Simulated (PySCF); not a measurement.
Adding and removing an electron: NO

r²SCAN; N aug-cc-pVDZ, O aug-cc-pVDZ; no relativity (PySCF 2.14). Neutral (UKS): doublet (π ↑), Re = 1.156 Å, ωe = 1959 cm⁻¹, De = 6.48 eV, HOMO -5.01 eV, LUMO -4.10 eV.

NO⁺ (UKS): singlet (closed shell), Re = 1.070 Å, ωe = 2448 cm⁻¹, De = 10.52 eV to N + O⁺. The energies at the minima are -129.84850 hartree for NO and -129.49262 for NO⁺.

Work out the adiabatic ionisation energy, without and with harmonic zero-point energies (1 hartree = 27.2114 eV, 1 eV = 8065.5 cm⁻¹), and the change of the bond length.

At r²SCAN: 0.35588 hartree = 9.684 eV between the minima; the zero-point term (2448.0 − 1959.0)/2 cm⁻¹ = +0.030 eV makes it 9.714 eV. Re changes by -8.6 pm against the neutral. The electron leaves a π orbital, and the shorter bond of the ion fits an antibonding orbital, or a change in how ionic the bond is.

For an ion De counts to the pair picked by the measured ionisation energies or electron affinities, which need not be the lowest pair at this level. States were picked by a PBE0 search and need not be the measured ground states.
